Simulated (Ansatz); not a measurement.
# BSiH₂ (quartet): RPA-PBE over vertical spin and charge gaps, cc-pVDZ

How well do these functionals follow the top wave-function level for BSiH₂ (quartet) over vertical spin and charge gaps?

Program: Ansatz 0.2.0, Gaussian basis. Level of theory: cc-pVDZ, all electrons in the functionals, frozen cores in the correlation of double hybrids and RPA. These are calculated values, not measurements.

Plan: RPA-PBE, at charge 0, quartet; charge 0, doublet; charge 0, sextet; charge 1, triplet; charge 1, quintet.

8 further runs of the same task are left out: 3 for a known fault of the program, 5 set aside as unsound or not needed.

## Step 1: The geometry

The geometry is a PBE0/def2-TZVP stationary point (not a proven minimum).

4 atoms, charge 0, spin multiplicity 4.

Atoms are counted from 1 here; the program's logs count them from 0.

Bond lengths: Si1–B2 1.871 Å, Si1–H3 1.488 Å, Si1–H4 1.488 Å. Angles: B2–Si1–H3 125.4°, B2–Si1–H4 125.4°, H3–Si1–H4 109.2°.

No dispersion term is added.

The geometry shown and the zero of energy belong to the point charge 0, quartet. The yardstick, RCCSDTQ, and other wave-function levels (R restricted, U unrestricted, valence and pair active spaces) come from earlier runs.

## Step 2: RPA-PBE, charge 0, quartet

Input file in.yaml:

```yaml
crystal:
  periodic: [false, false, false]
  atoms:
    - {symbol: Si, position_ang: [0.000000, 0.000000, 0.451790]}
    - {symbol: B, position_ang: [0.000000, 0.000000, -1.418773]}
    - {symbol: H, position_ang: [0.000000, 1.212692, 1.314369]}
    - {symbol: H, position_ang: [0.000000, -1.212692, 1.314369]}
basis:
  gaussian: {orbitals: cc-pVDZ}
magnetization: {spin_polarized: true, initial_magnetization: 3}
hamiltonian: {xc: {name: PBE}}
correlation: {method: rpa, electrons: outside_noble_gas}
```

On the command line:

```
$ ansatz run in.yaml --threads 1 --pin off --events-out ev --progress --plain --max-ram 4096MiB --backend cpu
```

Standard output:

```text
Functional definition: PBE
  name "PBE"
  cite "Perdew, Burke & Ernzerhof, Phys. Rev. Lett. 77, 3865 (1996) doi:10.1103/PhysRevLett.77.3865"
  parent pbe
  parameter kappa = 0.804
  parameter beta = 0.06672455060314922
  exchange = pbe_x(kappa = kappa, mu = beta*pi^2/3)
  correlation = pbe_c(beta = beta)
402 factors; integrals over basis functions are off by at most 1.3e-3 eV
mean field evaluation 1: about -8574.3481 eV, gradient 1.0e1 eV
mean field evaluation 2: about -8574.3443 eV, gradient 1.0e1 eV
mean field evaluation 4: about -8575.0936 eV, gradient 4.6e0 eV
mean field evaluation 8: about -8575.3184 eV, gradient 2.0e-2 eV
mean field evaluation 16: about -8573.2521 eV, gradient 4.7e0 eV
mean field -8575.31837516 eV, -315.1371377275 hartree, gradient 3.8e-6 eV, S^2 3.751670; 0 other end points of the search recorded, 0 dependent functions left out
6 core orbitals not correlated: weight in the atoms' cores, before any rotation towards them, 1.000 or more for the frozen orbitals, at most 0.000 for the correlated occupied ones
reference -8560.74835859 eV, -314.6016994947 hartree; 6, 3 occupied and 30, 33 virtual orbitals, 402 factors
Total energy: -8568.35342148 eV, -314.8811804007 hartree
```

It took 0.76 s on 1 thread of AMD EPYC 7R13, shared host.

From the report: ⟨S²⟩ of the determinant 3.752 (pure quartet: 3.75).

## Step 3: RPA-PBE, charge 0, doublet

in.yaml: that of step 2 with these lines changed.

```diff
@@ -9,3 +9,3 @@
   gaussian: {orbitals: cc-pVDZ}
-magnetization: {spin_polarized: true, initial_magnetization: 3}
+magnetization: {spin_polarized: true, initial_magnetization: 1}
 hamiltonian: {xc: {name: PBE}}
```

Same command.

Standard output, shortened:

```text
Functional definition: PBE
  name "PBE"
  cite "Perdew, Burke & Ernzerhof, Phys. Rev. Lett. 77, 3865 (1996) doi:10.1103/PhysRevLett.77.3865"
  parent pbe
[...]
402 factors; integrals over basis functions are off by at most 1.3e-3 eV
[...]
mean field -8575.53442284 eV, -315.1450773335 hartree, gradient 2.7e-6 eV, S^2 0.780182; 12 other end points of the search recorded, 0 dependent functions left out
6 core orbitals not correlated: weight in the atoms' cores, before any rotation towards them, 1.000 or more for the frozen orbitals, at most 0.000 for the correlated occupied ones
reference -8560.09542204 eV, -314.5777045187 hartree; 5, 4 occupied and 31, 32 virtual orbitals, 402 factors
Total energy: -8568.69521603 eV, -314.8937411187 hartree
```

It took 6.5 s on 1 thread of AMD EPYC 7R13, shared host.

From the report: ⟨S²⟩ of the determinant 0.780 (pure doublet: 0.75).

From charge 0, quartet: -0.342 eV.

## Step 4: RPA-PBE, charge 0, sextet

in.yaml: that of step 3 with these lines changed.

```diff
@@ -9,3 +9,3 @@
   gaussian: {orbitals: cc-pVDZ}
-magnetization: {spin_polarized: true, initial_magnetization: 1}
+magnetization: {spin_polarized: true, initial_magnetization: 5}
 hamiltonian: {xc: {name: PBE}}
```

Same command.

Standard output, shortened:

```text
Functional definition: PBE
  name "PBE"
  cite "Perdew, Burke & Ernzerhof, Phys. Rev. Lett. 77, 3865 (1996) doi:10.1103/PhysRevLett.77.3865"
  parent pbe
[...]
402 factors; integrals over basis functions are off by at most 1.3e-3 eV
[...]
mean field -8568.81349882 eV, -314.8980879313 hartree, gradient 1.7e-7 eV, S^2 8.752384; 9 other end points of the search recorded, 0 dependent functions left out
6 core orbitals not correlated: weight in the atoms' cores, before any rotation towards them, 1.000 or more for the frozen orbitals, at most 0.000 for the correlated occupied ones
reference -8554.74333115 eV, -314.3810188064 hartree; 7, 2 occupied and 29, 34 virtual orbitals, 402 factors
Total energy: -8561.81113711 eV, -314.6407558846 hartree
```

Wall time 4.3 s (1 thread of AMD EPYC 7R13, shared host).

From the report: ⟨S²⟩ of the determinant 8.752 (pure sextet: 8.75).

From charge 0, quartet: +6.542 eV.

## Step 5: RPA-PBE, charge 1, triplet

in.yaml: that of step 4 with these lines changed.

```diff
@@ -9,3 +9,4 @@
   gaussian: {orbitals: cc-pVDZ}
-magnetization: {spin_polarized: true, initial_magnetization: 5}
+total_charge: 1
+magnetization: {spin_polarized: true, initial_magnetization: 2}
 hamiltonian: {xc: {name: PBE}}
```

Same command.

Standard output, shortened:

```text
Functional definition: PBE
  name "PBE"
  cite "Perdew, Burke & Ernzerhof, Phys. Rev. Lett. 77, 3865 (1996) doi:10.1103/PhysRevLett.77.3865"
  parent pbe
[...]
402 factors; integrals over basis functions are off by at most 1.3e-3 eV
[...]
mean field -8567.49661705 eV, -314.8496934187 hartree, gradient 5.3e-6 eV, S^2 2.003668; 0 other end points of the search recorded, 0 dependent functions left out
6 core orbitals not correlated: weight in the atoms' cores, before any rotation towards them, 1.000 or more for the frozen orbitals, at most 0.000 for the correlated occupied ones
reference -8553.37141511 eV, -314.3306018219 hartree; 5, 3 occupied and 31, 33 virtual orbitals, 402 factors
Total energy: -8560.60088193 eV, -314.5962798274 hartree
```

Wall time 0.7 s (1 thread of AMD EPYC 7R13, shared host).

From the report: ⟨S²⟩ of the determinant 2.004 (pure triplet: 2.00).

From charge 0, quartet: +7.753 eV.

## Step 6: RPA-PBE, charge 1, quintet

in.yaml: that of step 5 with these lines changed.

```diff
@@ -10,3 +10,3 @@
 total_charge: 1
-magnetization: {spin_polarized: true, initial_magnetization: 2}
+magnetization: {spin_polarized: true, initial_magnetization: 4}
 hamiltonian: {xc: {name: PBE}}
```

Launched as before.

Standard output, shortened:

```text
Functional definition: PBE
  name "PBE"
  cite "Perdew, Burke & Ernzerhof, Phys. Rev. Lett. 77, 3865 (1996) doi:10.1103/PhysRevLett.77.3865"
  parent pbe
[...]
402 factors; integrals over basis functions are off by at most 1.3e-3 eV
[...]
mean field -8562.89357954 eV, -314.6805349102 hartree, gradient 7.0e-6 eV, S^2 6.007522; 8 other end points of the search recorded, 0 dependent functions left out
6 core orbitals not correlated: weight in the atoms' cores, before any rotation towards them, 1.000 or more for the frozen orbitals, at most 0.000 for the correlated occupied ones
reference -8548.69572564 eV, -314.1587734032 hartree; 6, 2 occupied and 30, 34 virtual orbitals, 402 factors
Total energy: -8555.80494772 eV, -314.4200324959 hartree
```

Run time: 2.8 s. Hardware: 1 thread of AMD EPYC 7R13, shared host.

From the report: ⟨S²⟩ of the determinant 6.008 (pure quintet: 6.00).

From charge 0, quartet: +12.548 eV.

## Step 7: The comparison

The yardstick is RCCSDTQ, where the cluster series has nearly closed. It comes from earlier runs at the same points. Energies in eV, counted from charge 0, quartet; blanks weren't run or aren't comparable.

| level | quartet to doublet | quartet to sextet | ionisation to the triplet cation | ionisation to the quintet cation |
| --- | --- | --- | --- | --- |
| RCCSDTQ | -0.274 | 6.586 | 7.679 | 12.585 |
| RPA-PBE | -0.342 | 6.542 | 7.753 | 12.548 |

Largest miss and mean time a point (RCCSDTQ took 44 s a point; shared hosts):

| level | largest miss (eV) | where | time a point |
| --- | --- | --- | --- |
| RPA-PBE | +0.074 | ionisation to the triplet cation | 3 s |

## Step 8: What came out

```
                                 quantity                                         value
              quartet to doublet, RCCSDTQ                                     -0.274 eV
               quartet to sextet, RCCSDTQ                                      6.586 eV
ionisation to the triplet cation, RCCSDTQ                                      7.679 eV
ionisation to the quintet cation, RCCSDTQ                                     12.585 eV
                    largest miss, RPA-PBE  +0.074 eV (ionisation to the triplet cation)
```

What this shows: RPA-PBE strays by up to 0.074 eV, at ionisation to the triplet cation. Functionals and the yardstick converge differently with the basis, so part of each miss in cc-pVDZ is the basis.
